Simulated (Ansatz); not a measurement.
Cartesian coordinates (Å):
```xyz
6

C     -0.7154     0.0566     0.1654
C      0.5309     0.0435    -0.2543
Cl     1.8030    -0.7859     0.5712
H     -1.4634     0.5959    -0.3991
H     -1.0236    -0.4577     1.0645
H      0.8685     0.5476    -1.1478
```
Charge 0, spin multiplicity 1.

All values below come from frozen-core CCSD(T)/def2-TZVPP // CAM-B3LYP-D3(BJ)/def2-TZVP (Ansatz, a quantum-chemistry and plane-wave program).

The HF energy comes out as -536.99629 Ha and the MP2 correlation energy is -0.51502 Ha.

Q: Estimate the CCSD correlation energy, the (T) correction, the total energy and the T1 diagnostic.

A: 
```
Item                             Value
-----------------------  -------------
CCSD correlation energy    -0.54813 Ha
(T) correction             -0.02478 Ha
CCSD(T) total energy     -537.56920 Ha
T1 diagnostic                    0.010
```
